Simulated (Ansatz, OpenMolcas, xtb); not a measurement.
# How methods differ on NO2F (nitryl fluoride)

NO2F: 4 atoms, total charge 0, spin state singlet. SMILES: `O=[N+]([O-])F`. Geometry: relaxed at PBE0-D4/def2-TZVP.

Quantity: the atomisation enthalpy at 298 K, in kJ/mol. The values are calculated. The thermal term (zero-point and 298 K enthalpy, harmonic and unscaled) is that of PBE0-D4/def2-TZVP; the spin-orbit lowering of the free atoms at 298 K, 2.1 kJ/mol by their spectra, is taken off.

**The experiment to reproduce.** NIST-JANAF tables gives the atomisation enthalpy at 298 K of the gas as 1159 kJ/mol.

```tsv
level	kind	program	value (kJ/mol)	computed − measured	CPU time (all runs)
GFN1-xTB	semi-empirical	xtb	2575	+1416	under 2 s
HF/cc-pVTZ	Hartree–Fock	OpenMolcas	244	-915	24 s
SVWN5/cc-pVTZ	LDA	OpenMolcas	1713	+554	43 s
PBE/cc-pVTZ	GGA	OpenMolcas	1388	+229	52 s
M06-L/cc-pVTZ	meta-GGA	OpenMolcas	1202	+43	65 s
TPSS/cc-pVTZ	meta-GGA	OpenMolcas	1232	+73	67 s
B3LYP/cc-pVTZ	global hybrid	OpenMolcas	1183	+24	50 s
```

Nearest: B3LYP/cc-pVTZ (+24 kJ/mol); farthest: GFN1-xTB (+1416 kJ/mol). Computed less measured by kind, in kJ/mol (cc-pVTZ rows): semi-empirical +1416; Hartree–Fock -915; LDA +554; GGA +229; meta-GGA +43 to +73; global hybrid +24. The xTB rows lack spin polarisation, so open shells miss the exchange term that lowers them. CPU times are rough (shared hosts, several kinds of processor): they show what a rung costs within a factor of a few.
